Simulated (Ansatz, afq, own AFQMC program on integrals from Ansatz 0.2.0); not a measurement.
**GeH$_{2}$, triplet → GeH2⁺, quartet**

```yaml
atoms:
  - { symbol: Ge, position_ang: [0.0000, -0.0208, 0.0000] }
  - { symbol: H, position_ang: [0.0000, 0.7490, -1.3344] }
  - { symbol: H, position_ang: [0.0000, 0.7490, 1.3344] }
```

E(quartet, charge +1) − E(triplet, charge +0) at this geometry, on UHF and UHF determinants.

Basis aug-cc-pVDZ. Noble-gas cores (and the filled d shells of Ga–Kr and In–Xe) are frozen. Integrals, coupled cluster, full CI and functionals: Ansatz 0.2.0; the random walks run on the same integrals in our own AFQMC program. ph-AFQMC/CISD is guided by a CISD state made of CCSD amplitudes; releasing the constraint for a short imaginary time cuts its bias at the price of noise, slowly where states lie close. ± is one standard error of the sampling. No spin–orbit coupling. The errors of all members are added in quadrature.

No full CI on the walks' own integrals is used here; CCSDT(Q) serves as the reference and is uncertain by about the last step of the cluster series. Each member takes its own surest rung, up to full CI.

Errors are counted within aug-cc-pVDZ, not against nature.

Cautions: inner d shell frozen; no relativity below Rb; no spin-orbit coupling; GeH₂ (triplet): lower spins were not checked; GeH₂⁺ (quartet): another spin lies lower; this isn't the first ionization.

Reference (CCSDT(Q)): 12.298 eV.

```csv
level,vertical ionization energy (eV),error against CCSDT(Q) (eV)
HF,11.630,-0.668
MP2,12.240,-0.059
CCSD,12.287,-0.011
CCSD(T),12.298,-0.001
CCSDT,12.299,0.001
ph-AFQMC/CISD,12.305 ± 0.001,0.007 ± 0.001
released AFQMC,12.300 ± 0.001,0.002 ± 0.001
```

Correlation beyond CCSD(T) changes it by less than 2 meV. The perturbative (T) step is worth +0.010 eV.

A walk keeps the symmetry of its determinant, which the program's search chose and which needn't be the lowest solution, so a lower state of the same spin and another symmetry isn't excluded. Released energies are given only where the last usable release times agree within the noise; a slower fall can still hide under it.
